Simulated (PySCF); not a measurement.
Species: C5H5S (charge +1).
SMILES with atom numbers: `[cH:1]1[cH:2][cH:3][s+:4][cH:5][cH:6]1` (hydrogens: H7 on C1; H8 on C2; H9 on C3; H10 on C5; H11 on C6)
Bond orders are those of one Lewis drawing.

Method: PBE0-D3(BJ)/def2-SVP geometry optimisation, gas phase (PySCF); density fitting, grid level 1; the optimiser is geomeTRIC in internal coordinates, started from a GFN2-xTB structure.

Step 0: E = -16077.1915 eV
```
atom  x, y, z in Å  |  force x, y, z in eV/Å
C1     -0.0535    1.1591   -0.0938    0.012  -0.284   0.026
C2     -1.2464    0.4422   -0.0431    0.136   0.114  -0.008
C3     -1.2895   -0.9259    0.0739    0.427  -0.217   0.020
S4      0.0744   -1.9211    0.1735   -0.010   0.310  -0.023
C5      1.3510   -0.8146    0.0935   -0.412  -0.248   0.020
C6      1.1947    0.5449   -0.0265   -0.147   0.102  -0.012
H7     -0.0982    2.2343   -0.1884   -0.019   0.476  -0.040
H8     -2.1826    0.9809   -0.0978   -0.402   0.164  -0.020
H9     -2.2324   -1.4531    0.1096   -0.417  -0.325   0.023
H10     2.3342   -1.2605    0.1446    0.443  -0.290   0.028
H11     2.0829    1.1604   -0.0697    0.389   0.198  -0.013
```

Step 1: E = -16077.2159 eV
```
atom  x, y, z in Å  |  force x, y, z in eV/Å
C1     -0.0536    1.1620   -0.0932   -0.005   0.136  -0.011
C2     -1.2541    0.4477   -0.0442   -0.064  -0.010   0.000
C3     -1.2938   -0.9283    0.0738   -0.053  -0.028   0.005
S4      0.0739   -1.9070    0.1749    0.001  -0.041   0.001
C5      1.3552   -0.8164    0.0942    0.057  -0.023   0.002
C6      1.2019    0.5514   -0.0270    0.064  -0.005   0.001
H7     -0.0988    2.2517   -0.1877    0.002  -0.049   0.004
H8     -2.2054    0.9852   -0.1001    0.032  -0.010  -0.001
H9     -2.2409   -1.4798    0.1113    0.053   0.022  -0.002
H10     2.3447   -1.2865    0.1454   -0.055   0.019   0.000
H11     2.1054    1.1666   -0.0713   -0.032  -0.011   0.002
```

Q: Estimate the geometry and energy of step 2. (The exact step hangs on the optimiser's Hessian estimate; all steps are aligned on step 1, rigid shifts and turns removed.)

A: E = -16077.2160 eV, largest force 0.069 eV/Å
```
atom  x, y, z in Å  |  force x, y, z in eV/Å
C1     -0.0538    1.1669   -0.0937    0.002  -0.069   0.006
C2     -1.2527    0.4476   -0.0440   -0.029   0.016  -0.002
C3     -1.2921   -0.9290    0.0742   -0.005   0.006  -0.001
S4      0.0740   -1.9102    0.1744   -0.001   0.017  -0.001
C5      1.3538   -0.8173    0.0941    0.003   0.008   0.000
C6      1.2004    0.5510   -0.0270    0.029   0.020  -0.001
H7     -0.0990    2.2552   -0.1884    0.000  -0.006   0.000
H8     -2.2036    0.9837   -0.1000   -0.005  -0.001   0.000
H9     -2.2377   -1.4797    0.1117   -0.003   0.004  -0.001
H10     2.3417   -1.2866    0.1457    0.003   0.005   0.000
H11     2.1036    1.1650   -0.0709    0.005   0.000   0.001
```

The energy changes by -0.0001 eV. The first-order estimate −F·Δx gives -0.0008 eV and the mean of the old and new forces, exact on a quadratic surface, -0.0001 eV. The step makes an angle of 67° with the force vector and moves no atom by more than 0.005 Å.

What follows is the cost of the whole optimisation. Time: 17 s; peak memory 0.51 GiB. Hardware: an Arm Neoverse V1 with one thread, shared host with 32 logical CPUs at a one-minute load of 19.
